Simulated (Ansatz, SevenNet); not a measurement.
For wurtzite CdSe, the machine-learned potential SevenNet-l3i5 (trained on PBE and PBE+U data) gives:

| Property | Value |
|---|---|
| lattice constant a | 4.391 Å |
| lattice parameter c | 7.179 Å |

Problem. What does r²SCAN0 (plane waves, PAW; Ansatz, a quantum-chemistry and plane-wave program) give for the same quantities?

Solution. 
- lattice constant a: 4.324 Å (shrinks by 1.5 %)
- lattice parameter c: 7.047 Å (drops by 1.8 %)

For comparison: lattice constant a 4.298 Å (measured, temperature not stated, no zero-point or thermal correction; as tabulated in PVEducation, CdSe (wurtzite), citing its ref. 1); lattice parameter c 7.015 Å (measured, temperature not stated, not corrected to a static lattice; as tabulated in PVEducation, CdSe (wurtzite), citing its ref. 1).

Changes are worked out from the printed values.

Unless a cell is named, each level is at its own relaxed cell (SevenNet-l3i5 29.97, r²SCAN0 28.52 Å³/atom).

Ansatz's density-functional and Hartree–Fock values are scalar-relativistic unless marked +SOC, with PAW data made under PBE.
